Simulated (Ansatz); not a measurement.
Input file:

```yaml
crystal:
  periodic: [false, false, false]
  atoms:
    - {symbol: C, position_ang: [0.000000, 0.000000, 0.044733]}
    - {symbol: C, position_ang: [0.000000, 0.000000, -1.155483]}
    - {symbol: H, position_ang: [0.000000, 0.000000, 1.110750]}
basis:
  gaussian: {orbitals: cc-pVTZ}
magnetization: {spin_polarized: false, initial_magnetization: 3}
correlation: {method: ccsdt_q, electrons: outside_noble_gas}
```

```sh
$ ansatz run in.yaml --threads 2 --pin off --events-out ev --progress --plain --max-ram 24576MiB --backend cuda --devices 0, --max-vram 18GiB
```

The program prints:

```
865 factors; integrals over basis functions are off by at most 1.7e-7 eV
mean field evaluation 1: about -2065.6973 eV, gradient 1.5e1 eV
mean field evaluation 2: about -2065.7010 eV, gradient 1.5e1 eV
mean field evaluation 4: about -2067.3131 eV, gradient 2.1e0 eV
mean field evaluation 8: about -2067.3785 eV, gradient 2.6e-1 eV
mean field evaluation 16: about -2067.4885 eV, gradient 9.2e-1 eV
mean field evaluation 32: about -2068.2026 eV, gradient 4.4e-2 eV
mean field evaluation 64: about -2068.2026 eV, gradient 2.2e-6 eV
mean field evaluation 96: about -2068.2026 eV, gradient 2.7e-6 eV
mean field evaluation 128: about -2067.3819 eV, gradient 1.3e-1 eV
mean field evaluation 160: about -2068.2110 eV, gradient 4.1e-1 eV
...
cycle  16  -7.32688507 eV  change   -2.2e-3 eV  update   1.6e-4
cycle  17  -7.32640646 eV  change    4.8e-4 eV  update   5.3e-5
cycle  18  -7.32640696 eV  change   -5.0e-7 eV  update   1.6e-5
cycle  19  -7.32641401 eV  change   -7.0e-6 eV  update   9.3e-6
cycle  20  -7.32641392 eV  change    9.1e-8 eV  update   3.6e-6
cycle  21  -7.32641360 eV  change    3.1e-7 eV  update   1.7e-6
cycle  22  -7.32641738 eV  change   -3.8e-6 eV  update   7.3e-7
cycle  23  -7.32641315 eV  change    4.2e-6 eV  update   4.3e-7
cycle  24  -7.32641495 eV  change   -1.8e-6 eV  update   2.6e-7
cycle  25  -7.32641584 eV  change   -8.9e-7 eV  update   1.5e-7
perturbative correction -0.09840469 eV, -0.0036163056 hartree
WARN: these amplitudes may be one of several solutions (largest doubles amplitude 0.83, level shift 0.00 eV)
Total energy: -2075.62746349 eV, -76.2779023726 hartree
```

Ran on 2 threads of AMD EPYC 7R13 with a shared H100 80 GB, shared host: 15 s wall, 0.84 GiB peak host memory.
